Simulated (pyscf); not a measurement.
Hydrogen abstraction: GeH₃• + ethylene (H₂C=CH₂) → germylene (GeH₂) [singlet] + ethyl (•H₂C–CH₃)

Gas phase, doublet surface, charge 0. Bonds broken: Ge1–H2. Bonds formed: H2–C6. Structures and frequencies: ωB97X-D3(BJ)/def2-SVP in PySCF.

Transition state (Å):

```xyz
10

Ge     1.3666    -0.1019    -1.1109
H     -0.0496     0.7814    -1.3623
H      1.9014     0.7564     0.0933
H      0.7221    -1.2855    -0.3012
C     -0.8964     1.0129     0.8736
C     -1.1031     1.1656    -0.5053
H     -1.1496     0.0779     1.3799
H     -0.3901     1.7869     1.4560
H     -1.8298     0.5003    -0.9886
H     -1.0959     2.1857    -0.9109
```

One imaginary mode, 1718i cm⁻¹; descent along it reached the two sides named, in the forms told below.

```
bond    change  reactant side (Å)  saddle  product side
------  ------  -----------------  ------  ------------
Ge1–H2  breaks              1.540   1.688         2.148
H2–C6    forms                3.2   1.411         1.130
```

Electronic energies relative to the separated reactants (eV):

```csv
level,barrier,reaction energy,reverse barrier
ωB97X-D3(BJ)/def2-TZVP,1.07,+0.95,0.12
PBE/def2-TZVP,0.69,+0.96,-0.27
r²SCAN/def2-TZVP,0.76,+0.99,-0.23
B3LYP-D3(BJ)/def2-TZVP,0.84,+0.90,-0.06
PBE0-D3(BJ)/def2-TZVP,0.82,+0.93,-0.11
M06-2X/def2-TZVP,1.14,+1.07,0.07
ωB97M-D3(BJ)/def2-TZVP,1.12,+0.95,0.18
HF/def2-TZVP,1.60,+0.78,0.82
```

With ωB97M-D3(BJ)/def2-TZVP energies and thermal terms (ideal gas, 1 atm, RRHO with modes under 100 cm⁻¹ raised to 100, one conformer, R ln 2 for rigid chiral ones), in eV:

```tsv
T (K)	ΔH‡	ΔG‡	ΔH	ΔG
298	1.08	1.47	+0.94	+0.85
600	1.11	1.85	+0.95	+0.76
900	1.15	2.21	+0.95	+0.66
1200	1.18	2.56	+0.95	+0.56
```

On the product side the descent ends in a complex, 0.21 eV under the separated species and 0.33 eV under the saddle at ωB97X-D3(BJ)/def2-TZVP. At r²SCAN, B3LYP-D3(BJ), PBE0-D3(BJ) the saddle lies under the separated products, which points to a path from their complex (located at ωB97X-D3(BJ) alone), and parting the products costs more than the saddle. At PBE this geometry lies under the product side: in single points on another level's saddle the reverse barrier vanishes, and the forward threshold there is about the reaction energy. This is the saddle that the search found; another between the same sides may lie lower. The angle at the transferred H is 133°. Elements up to Kr have no core potential and no relativistic terms here.
